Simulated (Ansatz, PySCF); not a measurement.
Species: C4H4N, net charge 0, doublet state. It need not be the lowest isomer of its formula. SMILES: C1=C[N]C=C1
Geometry: optimised at B3LYP-D3(BJ)/def2-TZVP (Ansatz, a quantum-chemistry and plane-wave program).

Quantity: atomisation energy (electronic, to ground-state atoms), in kcal/mol. Valence correlation only, unless marked. UHF or UKS for open shells. Spin-orbit coupling is left out. No relativistic terms. The coupled-cluster limit lacks core correlation, which all-electron functionals hold. CBS(X,Y): correlation extrapolated as X^-3; Hartree-Fock from the larger set. The bracket is a focal-point correction in the basis named.

The UHF reference is spin-contaminated (<S^2> 0.14 over the pure value in the largest basis). 

```tsv
level	program	atomisation energy (kcal/mol)
HF-D3(BJ)/def2-TZVPD	PySCF + dftd3	[?]
BLYP-D3(BJ)/def2-TZVPD	Ansatz + dftd3	978.1
revPBE-D4/def2-TZVPD	Ansatz + dftd4	[?]
B3LYP-D3(BJ)/def2-TZVPD	Ansatz + dftd3	974.6
B3LYP/def2-TZVPD	Ansatz	967.1
PBE0-D3(BJ)/def2-TZVP	Ansatz + dftd3	988.3
PBE0-D4/def2-TZVP	Ansatz + dftd4	988.2
BHLYP-D3(BJ)/def2-TZVPD	Ansatz + dftd3	937.8
TPSSh-D3(BJ)/def2-TZVPD	PySCF + dftd3	[?]
r2SCANh-D4/def2-TZVPD	Ansatz + dftd4	[?]
HSE06-D4/def2-TZVPD	Ansatz + dftd4	989.6
LC-wPBE-D3(BJ)/def2-TZVPD	Ansatz + dftd3	980.7
LC-wPBE/def2-TZVPD	Ansatz	976.8
wB97M-V/def2-TZVPD	Ansatz	973.8
B2GP-PLYP-D4/def2-TZVPD	Ansatz + dftd4	959.9
B2PLYP-D4/def2-TZVPD	Ansatz + dftd4	964.8
CCSD/cc-pVDZ	Ansatz	872.5
RI-MP2/CBS(cc-pVTZ,cc-pVQZ)+[CCSD(T)-MP2]/cc-pVDZ	Ansatz	965.5
```

Problem. Complete the blanks.

Solution. 
- HF-D3(BJ)/def2-TZVPD, atomisation energy (kcal/mol): 730.2
- revPBE-D4/def2-TZVPD, atomisation energy (kcal/mol): 986.4
- TPSSh-D3(BJ)/def2-TZVPD, atomisation energy (kcal/mol): 975.8
- r2SCANh-D4/def2-TZVPD, atomisation energy (kcal/mol): 969.9
